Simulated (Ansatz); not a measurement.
Write a Python script for the Ansatz DFT code, driven from Python that makes a composite energy at a relaxed geometry of HS (charge -1). Settings (for the species named): PBE0, def2-SVP basis, multiplicity 1.

```xyz
2

S     0.5707   -0.1865    0.2934
H    -0.5707    0.1865   -0.2934
```

Script `composite.py`:
```python
"""A composite energy for HS(-): DFT geometry, MP2 basis limit, coupled-cluster correction."""

import itertools

import ansatz as az
from ase.data import atomic_numbers, covalent_radii
import numpy as np

BASIS_SET = "def2-SVP"
FUNCTIONAL = "pbe0"
CHARGE = -1

hs = (
    az.Crystal.molecule()
    .atom("S", (0.57066, -0.18654, 0.29345))
    .atom("H", (-0.57066, 0.18654, -0.29345))
)

calc = (
    hs.calculation()
    .basis(gaussian=BASIS_SET)
    .functional(FUNCTIONAL)
    .charge(CHARGE)
)
symbols = [site.symbol for site in hs.cartesian_sites]
start = np.array([site.position_ang for site in hs.cartesian_sites], dtype=float)
rep = calc.relax(force_tolerance=0.01).run(threads=1, pin="off").report
end = np.array(rep["positions_ang"])
# pairs closer than 1.2 times the sum of covalent radii, before or after
radius = [covalent_radii[atomic_numbers[s]] for s in symbols]
span = lambda where, i, j: np.linalg.norm(where[i] - where[j])
bonded = [(i, j) for i, j in itertools.combinations(range(len(symbols)), 2) if min(span(start, i, j), span(end, i, j)) < 1.2 * (radius[i] + radius[j])]
print("pair        before    after (A)")
for i, j in bonded:
    print(f"{symbols[i]}{i}-{symbols[j]}{j}".ljust(10), f"{span(start, i, j):8.4f} {span(end, i, j):8.4f}")

minimum = az.Crystal.molecule()
for symbol, place in zip(symbols, end):
    minimum = minimum.atom(symbol, place.tolist())
at_minimum = minimum.calculation().charge(CHARGE)
# MP2 extrapolated to the basis limit, plus the small-basis difference CCSD(T) - MP2
level = lambda method, basis: at_minimum.basis(gaussian=basis).correlation(method).run(threads=1, pin="off").report
small, large, cluster = level("mp2", "cc-pVDZ"), level("mp2", "cc-pVTZ"), level("ccsd_t", "cc-pVDZ")
corr = lambda each: (each["free_energy_ev"] - each["reference_energy_ev"]) / 27.211386246
mp2_limit = (27 * corr(large) - 8 * corr(small)) / 19
pieces = {"HF / cc-pVTZ": large["reference_energy_ev"] / 27.211386246, "MP2 correlation, DZ-TZ limit": mp2_limit, "CCSD(T) - MP2 / cc-pVDZ": corr(cluster) - corr(small)}
for name, value in pieces.items():
    print(f"{name:32s} {value:14.6f} Ha")
print(f"{'sum':32s} {sum(pieces.values()):14.6f} Ha")
print("T1 diagnostic", round(cluster["correlation"]["coupled_cluster"]["t1_diagnostic"], 4))
```

Running `python composite.py` prints:
```text
pair        before    after (A)
S0-H1        1.3365   1.3595
HF / cc-pVTZ                        -398.134302 Ha
MP2 correlation, DZ-TZ limit          -0.213117 Ha
CCSD(T) - MP2 / cc-pVDZ               -0.020288 Ha
sum                                 -398.367707 Ha
T1 diagnostic 0.0064
```

What to keep in mind:
- The settings weren't tested for convergence.
- The sum leaves out core correlation, relativity, the Hartree-Fock basis error and zero-point energy; a DZ-TZ extrapolation is rough.
- Inner cores stay frozen, so this is valence correlation.
- For Al to Cl the sets with a tight d function, cc-pV(X+d)Z, are usual.
- An extrapolation from small basis sets is rough.
- Anions want diffuse functions, which this basis lacks.
- Hardware and time: 1.3 s on 1 thread of Arm Neoverse V2, with other jobs on the host, peak memory 0.15 GiB.
